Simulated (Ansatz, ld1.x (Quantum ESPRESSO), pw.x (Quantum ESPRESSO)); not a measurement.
**From atom to crystal: TM potential for Hf**

```
Element                 : hafnium (Hf)
Generator               : ld1.x (Quantum ESPRESSO) 7.5
Type                    : norm-conserving Troullier–Martins (Kleinman–Bylander form)
Functional              : PBEsol
Relativity              : scalar-relativistic
Frozen core             : [Xe] 4f14
Valence charge          : 4
Reference configuration : 5d1 6s0 6p0 (charge +3)
Partial waves           : 6s (bound, empty): rc 2.75 bohr; 6p (bound, empty): rc 2.45 bohr; 5d (bound): rc 2.55 bohr
Local potential         : the d channel
Core correction         : a·sin(br)/r model core inside 1.80 bohr
```

Atomic tests: cutoffs needed: 21 Ry and 25 Ry (the cutoffs (Ry, on a coarse ladder) from which the occupation-weighted sum of valence levels, in a spherical-Bessel basis at the reference potential, stays within 10 and 1 mRy of its value at 400 Ry); ghost test: ghost states, extra bound levels that the all-electron valence spectrum of the same l lacks: s at -56.8 eV, p at -20.8 eV; a true bound ghost makes a file unfit for plane-wave use (spherical-Bessel basis up to 400 Ry, 20 bohr box); configuration tests: 2 of 7 tests not solved or not reliable.

Crystal test: bcc Hf in pw.x 7.5, no spin, 13³ k-points, Fermi–Dirac smearing 0.01 Ry, cutoffs 50/200 Ry. The reference is all-electron LAPW (Ansatz 0.2.0) with the same functional, mesh and smearing; V0 and B0 come from Birch–Murnaghan fits to the pressures at five volumes. Errors are pseudo minus all-electron; Δ is the rms difference of the E(V) curves that follow from these fits, minima aligned, over ±6 % about the mean V0. Mesh and smearing are coarse, so the numbers serve the comparison and aren't converged zero-temperature values; the lattice is a test structure that the element need not adopt.

```json
{"V (Å³/atom)": "20.302", "P all-electron (GPa)": "5.88", "P pseudo (GPa)": "44.58"}
{"V (Å³/atom)": "20.836", "P all-electron (GPa)": "2.84", "P pseudo (GPa)": "41.27"}
{"V (Å³/atom)": "21.370", "P all-electron (GPa)": "0.10", "P pseudo (GPa)": "38.14"}
{"V (Å³/atom)": "21.904", "P all-electron (GPa)": "-2.37", "P pseudo (GPa)": "35.21"}
{"V (Å³/atom)": "22.439", "P all-electron (GPa)": "-4.60", "P pseudo (GPa)": "32.45"}
```

All-electron: a0 = 3.497 Å (V0 = 21.39 Å³/atom), B0 = 103.7 GPa.

Pseudopotential: mean pressure error (GPa): +37.96. The pressure does not cross zero within the volumes sampled, so no fit is given. This is a poor potential for the solid. Note: ghost states, extra bound levels that the all-electron valence spectrum of the same l lacks: s at -56.8 eV, p at -20.8 eV. A true bound ghost makes a file unfit for plane-wave use. Atomic configuration tests: 2 of 7 tests not solved or not reliable.

Q: At the middle volume, how do free energy and pressure move when the wave cutoff is lowered (ecutrho kept at four times it)?

A:

```csv
cutoff (Ry),shift of F (meV/atom),shift of P (GPa)
22,+145.3,-0.31
30,+67.0,-1.78
40,+7.0,-0.32
```

The run at the middle volume (84 k-points, 32 iterations) took about 13 s on one core of a shared host (Intel(R) Xeon(R) Platinum 8488C, 192 threads, 744 GiB, load 70).
